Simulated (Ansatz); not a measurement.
**CF4 (tetrafluoromethane): SVWN5/aug-cc-pVDZ**

Aim: the energy change on altering one bond length of CF4 (tetrafluoromethane) at SVWN5/aug-cc-pVDZ, from 2 runs. 

The results are computed with Ansatz 0.2.0.

30 further runs of the same task are left out: 2 that didn't finish, 28 set aside as unsound or not needed.

## (1) The system as given

CF4: 5 atoms, total charge 0, spin state singlet. SMILES: `FC(F)(F)F`. Geometry: relaxed at PBE0-D4/def2-TZVP.

Bond lengths: F1–C2 1.318 Å, C2–F3 1.318 Å, C2–F4 1.318 Å, C2–F5 1.318 Å. Angles: F1–C2–F3 109.5°, F1–C2–F4 109.5°, F1–C2–F5 109.5°, F3–C2–F4 109.5°, F3–C2–F5 109.5°, F4–C2–F5 109.5°.

## (2) A single-point energy at SVWN5/aug-cc-pVDZ

Input file run.yaml:

```yaml
basis:
  gaussian:
    orbitals: aug-cc-pVDZ
crystal:
  periodic: [false, false, false]
  atoms:
    - {symbol: F, position_ang: [-0.850100, 0.025300, 0.989500]}
    - {symbol: C, position_ang: [0.010000, -0.014700, -0.008300]}
    - {symbol: F, position_ang: [1.157500, -0.501300, 0.420100]}
    - {symbol: F, position_ang: [-0.464000, -0.786000, -0.966200]}
    - {symbol: F, position_ang: [0.196600, 1.203000, -0.476700]}
hamiltonian:
  xc: {name: SVWN5}
accuracy: high
output: {orbitals: {seedname: orbitals}}
```

On the command line:

```bash
$ ansatz run run.yaml --threads 1 --pin off --max-ram 3480MiB --events-out events.jsonl --progress --plain --runs-dir runs
```

The program printed:

```text
Warning: RAYON_NUM_THREADS=1 ignored (pool sized by the plan → 1); use --threads N
Functional definition: SVWN5
  name "SVWN5"
  exchange = slater_x
  correlation = vwn5_c
2366 factors; integrals over basis functions are off by at most 2.7e-9 eV
mean field evaluation 1: about -11826.5594 eV, gradient 4.1e1 eV
mean field evaluation 2: about -11822.2831 eV, gradient 6.9e1 eV
mean field evaluation 4: about -11828.7931 eV, gradient 7.0e-1 eV
mean field evaluation 8: about -11828.7891 eV, gradient 1.2e-2 eV
mean field evaluation 16: about -11828.7891 eV, gradient 4.5e-7 eV
mean field -11828.78913674 eV, -434.6999829340 hartree, gradient 6.9e-8 eV, S^2 0.000000; 0 other end points of the search recorded, 0 dependent functions left out
reference -11828.78914107 eV, -434.6999830929 hartree; 21, 21 occupied and 94, 94 virtual orbitals, 2366 factors
Total energy: -11828.78914107 eV, -434.6999830929 hartree
```

Wall time 6 s (1 thread of Arm Neoverse V1, shared host); peak memory 0.32 GiB.

## (3) The distorted shape, same level

Input file run.yaml:

```yaml
crystal:
  periodic: [false, false, false]
  atoms:
    - {symbol: F, position_ang: [-0.707905, 0.256682, 1.276860]}
    - {symbol: C, position_ang: [0.152195, 0.216682, 0.279060]}
    - {symbol: F, position_ang: [1.299695, -0.269918, 0.707460]}
    - {symbol: F, position_ang: [-0.464000, -0.786000, -0.966200]}
    - {symbol: F, position_ang: [0.338795, 1.434382, -0.189340]}
basis:
  gaussian:
    orbitals: aug-cc-pVDZ
hamiltonian:
  xc: {name: SVWN5}
accuracy: high
output:
  orbitals: {seedname: orbitals}
```

On the command line:

```bash
$ ansatz run run.yaml --threads 1 --pin off --max-ram 3480MiB --events-out events.jsonl --progress --plain --runs-dir runs
```

The program printed:

```text
Warning: RAYON_NUM_THREADS=1 ignored (pool sized by the plan → 1); use --threads N
[... 4 set-up lines as earlier in the session ...]
2378 factors; integrals over basis functions are off by at most 2.7e-9 eV
mean field evaluation 1: about -11824.7081 eV, gradient 4.2e1 eV
mean field evaluation 2: about -11808.6168 eV, gradient 1.1e2 eV
mean field evaluation 4: about -11827.3044 eV, gradient 5.5e0 eV
mean field evaluation 8: about -11827.3501 eV, gradient 3.1e-1 eV
mean field evaluation 16: about -11827.3503 eV, gradient 5.7e-6 eV
mean field -11827.35029420 eV, -434.6471064457 hartree, gradient 5.3e-8 eV, S^2 0.000000; 0 other end points of the search recorded, 0 dependent functions left out
reference -11827.35029818 eV, -434.6471065921 hartree; 21, 21 occupied and 94, 94 virtual orbitals, 2378 factors
Total energy: -11827.35029818 eV, -434.6471065921 hartree
```

It took 5.7 s on 1 thread of Arm Neoverse V1, shared host; peak memory 0.32 GiB.

## (4) Results

Level: SVWN5/aug-cc-pVDZ.

```
                                                         quantity          value
                                        first shape: total energy  -434.69998 Eh
                                         first shape: HOMO energy      -10.62 eV
                                         first shape: LUMO energy       -0.04 eV
                                       first shape: HOMO–LUMO gap       10.58 eV
                                    distorted shape: total energy  -434.64711 Eh
                                     distorted shape: HOMO energy       -9.51 eV
                                     distorted shape: LUMO energy       -3.44 eV
                                   distorted shape: HOMO–LUMO gap        6.06 eV
energy change with the C2–F4 bond stretched from 1.318 to 1.713 Å       1.439 eV
```

With the C2–F4 bond stretched from 1.318 to 1.713 Å the energy rises by 1.44 eV (139 kJ/mol). The first shape isn't relaxed at this level, so the change isn't measured from a minimum.
